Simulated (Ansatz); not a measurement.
Reaction (substitution at a C–N bond): `CN[SiH3]` + `OC(S)S` → `CSC(O)S` + `N[SiH3]`

Calculated with Ansatz (gas phase, PBE0-D4/def2-TZVP geometries, no zero-point term in ΔE). CCSD(T)/CBS adds triple-zeta CCSD(T) − MP2 to the extrapolated MP2 energy (def2 sets, frozen cores). This one scheme is used for every species. Functionals use def2-TZVPP. One conformer a species, not always the lowest.

`CN[SiH3]`:

Cartesian coordinates in Å:
```
C -0.036 -0.903 1.066
N -0.528 -0.347 -0.176
Si 0.254 0.938 -1.000
H -0.370 -1.936 1.191
H 1.058 -0.921 1.050
H -0.341 -0.337 1.957
H -1.524 -0.438 -0.292
H 1.668 0.550 -1.252
H 0.292 2.240 -0.265
H -0.473 1.153 -2.278
```

`OC(S)S`:

Z-matrix (Å, degrees):
```
C
S 1 1.830
S 1 1.817 2 112.8
O 1 1.384 2 108.1 3 -128.6
H 1 1.090 2 109.5 3 116.2
H 2 1.341 1 96.8 3 -37.4
H 3 1.344 1 95.7 2 -42.4
H 4 0.964 1 108.7 2 66.4
```

`CSC(O)S`:

```xyz
11

C     1.340   -0.451   -1.047
S    -0.031    0.692   -1.232
C    -0.747    0.614    0.406
O     0.181    1.041    1.356
S    -1.339   -1.048    0.929
H     1.813   -0.526   -2.027
H     0.975   -1.434   -0.745
H     2.062   -0.075   -0.324
H    -1.620    1.274    0.350
H    -0.235    0.998    2.224
H    -2.400   -1.084    0.109
```

`N[SiH3]`:

Z-matrix (Å, degrees):
```
Si
N 1 1.720
H 1 1.486 2 107.9
H 1 1.494 2 116.0 3 -120.3
H 1 1.486 2 107.9 3 119.4
H 2 1.007 1 119.6 3 -168.6
H 2 1.007 1 119.6 3 49.2
```

Q: Is it downhill or uphill in electronic energy at CCSD(T)/CBS, and by how much? (Best estimate.)

A: The calculation gave: Downhill: ΔE = -37.0 kJ/mol.

Q: What do these levels give: ωB97X-V, B2PLYP, HF/def2-QZVPP, SCS-MP2/def2-QZVPP, HF/CBS(def2), MP2/CBS(def2)? (Best estimate.)

A: Computed: ωB97X-V -33.7, B2PLYP -33.3, HF/def2-QZVPP -28.1, SCS-MP2/def2-QZVPP -36.9, HF/CBS(def2) -28.1, MP2/CBS(def2) -42.3 kJ/mol.

Largest T1 diagnostic among the species: 0.012.

In def2-TZVPP, CCSD(T) changes the Hartree–Fock value by −5.4 kJ/mol (the triples alone add −1.4 kJ/mol) and MP2 by −10.7 kJ/mol.
